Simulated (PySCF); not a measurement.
**Dipole moment and polarisability of `C/C=C(\F)CC`**

Species: C5H9F.
Structure used (GFN2-xTB), in Å, numbered top down from 1:
```
atom  x, y, z in Å
C1     2.4921    0.2563    0.6076
C2     1.0585   -0.0853    0.8441
C3     0.1703   -0.3464   -0.1012
F4     0.5454   -0.3034   -1.4090
C5    -1.2764   -0.6840    0.0670
C6    -2.1681    0.4762   -0.3804
H7     2.7060    0.3113   -0.4562
H8     3.1352   -0.4996    1.0579
H9     2.7312    1.2141    1.0683
H10    0.7310   -0.1275    1.8718
H11   -1.4675   -0.9254    1.1126
H12   -1.5007   -1.5635   -0.5420
H13   -1.9591    0.7327   -1.4161
H14   -3.2159    0.1997   -0.2956
H15   -1.9864    1.3528    0.2369
```

Level: CAM-B3LYP/def2-SVPD (PySCF), static field, nuclei fixed, core orbitals frozen in the response. The polarisability tensor in these axes (au):

```
x   77.75  2.75  8.93
y    2.75 52.54  1.20
z    8.93  1.20 60.29
```

Diagonalise the tensor; give its mean and Δα, where Δα² is half the sum of the squared differences of the eigenvalues.

Principal values 52.24, 56.53 and 81.82 au; mean 63.53 au = 9.41 Å³ = 10.47 × 10⁻⁴⁰ C²·m²/J; Δα = 27.69 au (44 % of the mean).

What is the dipole moment, and where does it point?

(-0.60, -0.03, 1.43) D, 1.55 D in size, pointing from the negative to the positive side. Measured along this direction, the outermost atoms are F4 and H7 at the negative end and H11 at the positive end.

Give the principal axes and the span of the nuclei along them.

Largest value along (0.92, 0.10, 0.39), where the nuclei span 6.27 Å; middle along (-0.39, 0.01, 0.92), 3.10 Å; least along (-0.09, 0.99, -0.05), 2.91 Å. The response follows the extents in order.

Molar refractivity from α?

Lorentz–Lorenz: R = (4π/3)N_A α = 2.5225 cm³/(mol·Å³) × 9.41 Å³ = 23.7 cm³/mol, in the limit of long wavelengths.

Give the eigenvalues of the traceless quadrupole moment Θ = ½Σq(3rr − r²1), origin at the centre of nuclear charge.

-2.37, -1.28, 3.64 D·Å. The values depend on the origin, since the dipole doesn't vanish. The electronic extent ⟨r²⟩ about the same centre is 726 bohr², a root-mean-square distance of 2.06 Å for the 48 electrons.

Rayleigh depolarisation ratio (linearly polarised light, static tensor)?

ρ = 3Δα²/(45ᾱ² + 4Δα²) = 2299.9/(181609 + 3066.5) = 0.0125.

In a dilute gas of rigid molecules at 298 K, how does the orientational term μ²/3kT compare with the electronic polarisability?

In Gaussian units μ²/3kT = 19.50 Å³ against 9.41 Å³, a ratio of 2.07; the Debye molar polarisation (4π/3)N_A(α + μ²/3kT) is 72.9 cm³/mol, leaving out the vibrational part.

One conformer (not necessarily the lowest) at the GFN2-xTB geometry, without solvent, vibrations or thermal averaging.

These values come from a run that also computed excited states. The run took 38 s wall on one thread, Arm Neoverse V1, no GPU, on a shared host.
